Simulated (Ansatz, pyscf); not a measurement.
HS–CH₂–SH (SMILES SCS) → H₂C=S (SMILES C=S) + H₂S (SMILES S), an elimination on the singlet surface: C–S, H–S broken, H–S formed. Single points on ωB97X-D3(BJ)/def2-SVP structures (PySCF, gas phase). Wave-function energies: Ansatz (a program for electronic structure), frozen core, RHF or UHF references. In kJ/mol, from the reactant's lowest minimum found.

Cost: rough CPU time of the saddle's run relative to CCSD(T)/cc-pV(D+d)Z, from one job on a shared machine, with the HF step and its search for lower states.

```csv
level,barrier,reaction energy,cost
r²SCAN/def2-TZVP,188.45,+105.83,–
PBE0-D3(BJ)/def2-TZVP,196.99,+117.46,–
CCSD(T)/cc-pV(D+d)Z,222.45,+75.83,1
CCSDT(Q)/cc-pV(D+d)Z,___,___,200
CCSD(T)/cc-pV(T+d)Z,211.14,+87.99,6
CCSD(T)/cc-pV(Q+d)Z,___,+92.47,–
```

Task: Complete the blanks.

Result: 
- CCSDT(Q)/cc-pV(D+d)Z, barrier: 220.62
- CCSDT(Q)/cc-pV(D+d)Z, reaction energy: +75.01
- CCSD(T)/cc-pV(Q+d)Z, barrier: 207.29

In cc-pV(D+d)Z, going from CCSD(T) to CCSDT(Q) shifts the barrier by -1.83 and the reaction energy by -0.82 kJ/mol. With HF in the quadruple-zeta basis and the correlation energy extrapolated as X⁻³ from X = 3, 4, CCSD(T) gives 205.77 and +96.35; adding the double-zeta shift gives ΔE‡ = 203.94 and ΔE = +95.53 kJ/mol, without core correlation, relativity or geometry relaxation at these levels. HS–CH₂–SH lies 25.89 kJ/mol over its isomer H₃C–S–SH, and others may lie lower still (electronic energy, ωB97M-D3(BJ)). This is the saddle that the search found; another between the same sides may lie lower. The CCSD(T) − MP2 part came from Ansatz, without density fitting, on the same reference.
